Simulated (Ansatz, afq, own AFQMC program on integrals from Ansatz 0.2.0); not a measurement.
Integrals from Ansatz 0.2.0, then the random walk in our own AFQMC program (afq).

```yaml
crystal:
  periodic: [false, false, false]
  atoms:
    - {symbol: Si, position_ang: [0.000000, -0.036792, 1.649022]}
    - {symbol: Ge, position_ang: [0.000000, -0.003695, -0.646339]}
    - {symbol: H, position_ang: [0.000000, 1.291472, 0.631435]}
basis:
  gaussian: {orbitals: cc-pVDZ}
magnetization: {spin_polarized: true, initial_magnetization: 1}
correlation: {method: ccsd_t, electrons: outside_noble_gas, hamiltonian_folder: ham}
```

```sh
$ ansatz run in.yaml --threads 1 --pin off --events-out ev --progress --plain --max-ram 16896MiB --backend cuda --devices 0, --max-vram 18GiB
```

Options of the walk:

```
--method free --trial mp1 --walkers 50 --time-step 0.02 --max-blocks 120 --target-error 0.00072 --factor-cut 0.0001 --seed 5495 --times 0.0,0.2,0.4,0.8,1.2 --taylor-order 8
```

Times are imaginary, in 1/Eh. The walk had a cap of 60 s. Filled inner d shells are frozen with the cores.

afq prints:

```
orbitals 31  electrons 5 4  factors 192 of 558
reference energy -2364.76842570 Eh
CCSD correlation -0.18261291 Eh in 12 cycles, weight of the determinant in the CISD state 0.8596
repeat  energy at the last time / Eh  error
    10  -2364.959093  0.001018
    20  -2364.958985  0.000577
    30  -2364.959182  0.000517
time / (1/Eh)  energy / Eh  error  mean overlap
  0.00  -2364.951332  0.000431  1.1247
  0.20  -2364.954529  0.000406  1.1176
  0.40  -2364.956098  0.000504  1.1246
  0.80  -2364.958336  0.000587  1.1181
  1.20  -2364.959219  0.000505  1.1127
energy -2364.959219 +/- 0.000505 Eh
```

The run passed its tests (error under three times the target), which doesn't prove that it has relaxed.

Against this walk (error 13.7 meV) on the same determinant: CCSD(T) 2.2 meV higher (within the noise), CCSDT(Q) 52.1 meV lower, CCSDTQ 53.2 meV lower. The error is statistical, and a free projection of finite length keeps a remainder of its start. The projection is still falling at its last time (meV from the last point: 215 ± 12 at 0.00, 128 ± 11 at 0.20, 85 ± 14 at 0.40, 24 ± 16 at 0.80, 0 ± 14 at 1.20), so its energy is a cut-off value, and the gaps above aren't errors of the other methods.

Cautions: remainder of the start not in the error; no relativity below Rb; no spin-orbit coupling; inner d shell frozen.

The walk took 3.7 s on 1 × NVIDIA H100 80GB HBM3 with 2 threads of AMD EPYC 7R13 Processor (Zen 3), with other jobs on the host (the card was shared). The log's last line is the free-projection energy.

CCSDT and higher add their correlation energy to the determinant of the CCSD(T) run, since their own runs factorise the integrals more tightly (a shift of under 2 meV). A walk keeps the symmetry of its determinant, which the program's search chose and which needn't be the lowest solution, so a lower state of the same spin and another symmetry isn't excluded.
